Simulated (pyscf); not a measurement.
This saddle point was located with ωB97X-D3(BJ)/def2-SVP in PySCF.

```xyz
8

As    -2.0690    -1.0582     0.0926
O     -0.5120    -0.2718    -0.3219
H     -1.5111    -2.0780     1.0846
H     -2.0652    -2.0966    -1.0288
H     -0.2384     0.9194     0.1570
O     -0.2181     1.8857    -0.5178
H     -0.5091     0.8502    -1.0014
H      0.7064     2.0615    -0.7440
```
Charge 0, spin multiplicity 1.

Surface: singlet, charge 0. Lowest wavenumbers (cm⁻¹): 2187i, 46, 95, 374, 522.

Task: Name the species on either side of this saddle.

Result: HO–AsH₂ (SMILES O[AsH2]) + H₂O (SMILES O) ⇌ HO–AsH₂ (SMILES O[AsH2]) + H₂O (SMILES O), a four-centre exchange read from left to right: H–O, H–O broken and H–O, H–O formed. At CCSD(T)/def2-TZVPP + ΔMP2(QZVPP) it lies +42.1 kcal/mol from the left side and +42.1 kcal/mol from the right (each side as separated species at their lowest minima found). On the reactant side the descent ends in a complex, 6.1 kcal/mol under the separated species and 46.4 kcal/mol under the saddle at ωB97X-D3(BJ)/def2-TZVP. On the product side the descent ends in a complex, 6.1 kcal/mol under the separated species and 46.4 kcal/mol under the saddle at ωB97X-D3(BJ)/def2-TZVP. One saddle was located; it need not be the lowest between these sides. The CCSD(T) − MP2 part came from Ansatz, without density fitting, on the same reference. The frozen core leaves the outer d or s,p core shells of the metals and heavy elements correlated in the MP2 and CC values, and def2-TZVPP describes them poorly, which can shift differences by a few kcal/mol. Elements up to Kr have no core potential and no relativistic terms here.
